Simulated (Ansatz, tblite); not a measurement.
**The cluster SbAs2+: one state, many levels**

An exercise on one series of results from a longer session: the logs are not shown, and one member is left open.

The runs use Ansatz 0.2.0, Gaussian basis; as each input shows.

The runs, in order: GFN1-xTB, GFN2-xTB, PBE-D4/def2-TZVP, r2SCAN-D4/def2-TZVP, HSE06-D4/def2-TZVP, LDA/def2-TZVP, BLYP-D4/def2-TZVP, CAM-B3LYP-D4/def2-TZVP, B3LYP-D4/def2-TZVP, PBE-D4/def2-SVP, PBE0-D4/def2-SVP, CCSD(T)/def2-TZVPP, MP2/def2-TZVP, RPA/def2-TZVP.

3 further runs of the same task are left out: 3 set aside as unsound or not needed. Runs told in other sessions of the task aren't counted.

## The structure

The geometry is that of the singlet, from an earlier relaxation (r2SCAN-D4/def2-TZVP). At that level it is the lowest of the isomers that a small search found.

3 atoms, charge 1, spin multiplicity 1.

Bond lengths: As1–As2 2.321 Å, As1–Sb3 2.533 Å, As2–Sb3 2.533 Å. Angles: As2–As1–Sb3 62.7°, As1–As2–Sb3 62.7°, As1–Sb3–As2 54.5°.

Sb takes a core potential in the def2 sets. No spin-orbit coupling is included. The ion is computed in the gas phase, without counter-ions or solvent.

PBE0-D4/def2-TZVP was run before; its log isn't repeated, and its numbers join the tables.

The first run:

Tight binding, by tblite at 300 K electronic temperature and without a spin-polarisation term:

```python
tblite.interface.Calculator('GFN1-xTB', numbers, positions, charge=1, uhf=0).singlepoint()
```

Tight binding, by tblite at 300 K electronic temperature and without a spin-polarisation term:

```python
tblite.interface.Calculator('GFN2-xTB', numbers, positions, charge=1, uhf=0).singlepoint()
```

start.molden holds the orbitals of an earlier run on this state, given as this run's starting guess.

The input, in.yaml:

```yaml
crystal:
  periodic: [false, false, false]
  atoms:
    - {symbol: As, position_ang: [0.212692, 0.052501, -1.364508]}
    - {symbol: As, position_ang: [-1.260727, 0.407575, 0.392879]}
    - {symbol: Sb, position_ang: [1.048035, -0.460076, 0.971629]}
basis:
  gaussian: {orbitals: def2-TZVP, initial_orbitals: start.molden}
total_charge: 1
hamiltonian: {xc: pbe, dispersion: d4}
scf: {omitted_lower_state_checks: [starts]}
output: {orbitals: {seedname: orbitals}}
```

Command:

```
> ansatz run in.yaml --threads 4 --pin off --events-out ev --progress --plain --max-ram 3916MiB
```

Among the steps run: PBE-D4/def2-TZVP; r2SCAN-D4/def2-TZVP; HSE06-D4/def2-TZVP; LDA/def2-TZVP; BLYP-D4/def2-TZVP; CAM-B3LYP-D4/def2-TZVP; B3LYP-D4/def2-TZVP; PBE-D4/def2-SVP; PBE0-D4/def2-SVP; CCSD(T)/def2-TZVPP; MP2/def2-TZVP; RPA/def2-TZVP.

One table of the session follows, with a row left open; its other results are not shown here.

It belongs to the step «Levels side by side». 

```
                 level  HOMO (eV)  LUMO (eV)  gap (eV)
         LDA/def2-TZVP     -11.71      -9.80      1.91
       PBE-D4/def2-SVP     -11.57      -9.60      1.98
      PBE-D4/def2-TZVP     -11.51      -9.54      1.97
     BLYP-D4/def2-TZVP          ?          ?         ?
   r2SCAN-D4/def2-TZVP     -11.78      -9.56      2.22
    B3LYP-D4/def2-TZVP     -12.21      -9.00      3.21
      PBE0-D4/def2-SVP     -12.52      -8.90      3.63
     PBE0-D4/def2-TZVP     -12.45      -8.83      3.62
    HSE06-D4/def2-TZVP     -12.07      -9.20      2.87
CAM-B3LYP-D4/def2-TZVP     -13.52      -7.82      5.70
```

**Question.** Estimate the row for BLYP-D4/def2-TZVP.

As computed: HOMO (eV): -11.30; LUMO (eV): -9.41; gap (eV): 1.89. In the column «HOMO (eV)» it is the highest.
